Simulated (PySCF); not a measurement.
Disulfides, H2S2.
Geometry (GFN2-xTB, Å), atoms numbered from 1 in this order:
```
atom  x, y, z in Å
S1     0.888    0.415    0.531
S2    -0.887    0.474   -0.484
H3     1.546   -0.418   -0.286
H4    -1.537   -0.467    0.216
```

PySCF, density fitting, gas phase, GFN2-xTB geometry. The standard run uses grid level 2 after a coarse-grid start, the def2-universal JK fitting basis (with tight functions added where the orbital basis needs them), an energy threshold of 1e-9 Eh and DIIS. The changed runs have no coarse-grid stage.

Q: Standard PBE0/pcSseg-1: E = -797.262624 Eh, HOMO -7.497 eV, LUMO -0.873 eV, dipole 1.530 D, 10 cycles (coarse-grid cycles included). What changes at PBE0/pcSseg-1 with: damping 0.1 at the start, DIIS from the seventh cycle?

A: E = -797.262624 Eh (0.000 mEh), HOMO -7.497 eV (0.000), LUMO -0.873 eV (0.000), dipole 1.530 D (0.000), 10 SCF cycles. The result matches the standard run within 0.02 mEh and 0.003 eV; such settings steer the iterations and don't enter the energy expression.

The cycles:
```
cycle   1  E = -797.2541267008  dE =  1.062e-01  |g| = 1.535e-01  |ddm| = 1.896e+00
cycle   2  E = -797.2605581228  dE = -6.431e-03  |g| = 8.260e-02  |ddm| = 3.330e-01
cycle   3  E = -797.2618255912  dE = -1.267e-03  |g| = 5.343e-02  |ddm| = 1.713e-01
cycle   4  E = -797.2622421425  dE = -4.166e-04  |g| = 3.723e-02  |ddm| = 1.131e-01
cycle   5  E = -797.2624162342  dE = -1.741e-04  |g| = 2.736e-02  |ddm| = 7.897e-02
cycle   6  E = -797.2624330305  dE = -1.680e-05  |g| = 2.617e-02  |ddm| = 6.461e-02
cycle   7  E = -797.2624434860  dE = -1.046e-05  |g| = 2.544e-02  |ddm| = 6.158e-02
cycle   8  E = -797.2626236775  dE = -1.802e-04  |g| = 6.466e-04  |ddm| = 3.008e-02
cycle   9  E = -797.2626237980  dE = -1.205e-07  |g| = 2.068e-05  |ddm| = 6.436e-04
cycle  10  E = -797.2626237981  dE = -9.697e-11  |g| = 6.018e-06  |ddm| = 3.616e-05
```
